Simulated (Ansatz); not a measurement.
BeH, SMILES [BeH], multiplicity 2.

The structure is a stationary point at PBE0-D3(BJ)/def2-TZVPD. The multiplicity is an assumed one; other spin states were not compared.

Two levels are set side by side: PBE/def2-TZVPD (Ansatz, a quantum-chemistry and plane-wave program) and ωB97X-V/def2-TZVPD (Ansatz). Energy differences of separate SCF runs at the same geometry; the states with an electron removed or added have multiplicity 1 and 1. Differences are taken from unrounded values.

| quantity | ωB97X-V | PBE | PBE minus ωB97X-V |
|---|---|---|---|
| vertical ionisation energy (eV) | 8.30 | 8.42 | 0.13 |
| vertical electron affinity (eV) | 0.33 | 0.35 | 0.01 |
